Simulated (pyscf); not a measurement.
O=Os(=O)(=O)=O + water (H₂O) -> O=Os(=O)(=O)(OH)–OH, an addition across a multiple bond or ene-type step (singlet surface; H–O broken, O–Os, H–O formed). Optimised with ωB97X-D3(BJ)/def2-SVP in PySCF. Energies in kJ/mol from the separated reactants.

Small-basis levels: PySCF, no dispersion term, spherical d functions. 

Task: Quick BP86/6-31G*+LANL2DZ single points give ΔE‡ = 81.7 kJ/mol and ΔE = +42.7 kJ/mol. What does ωB97M-D3(BJ)/def2-TZVP give, and how far is the quick result from it?

Result: ωB97M-D3(BJ)/def2-TZVP gives ΔE‡ = 118.8 kJ/mol and ΔE = +71.0 kJ/mol. BP86/6-31G*+LANL2DZ lies 37.1 kJ/mol under it in the barrier and 28.3 kJ/mol under it in the reaction energy, so on this step it does not hold to within 12.6 kJ/mol. ωB97M-D3(BJ)/def2-TZVP has limits of its own. On the reactant side the descent ends in a complex (not fully relaxed), 25.5 kJ/mol under the separated species and 139.3 kJ/mol under the saddle at ωB97X-D3(BJ)/def2-TZVP. One saddle was located; it need not be the lowest between these sides. In the def2 sets elements past Kr carry core potentials, without spin-orbit coupling.
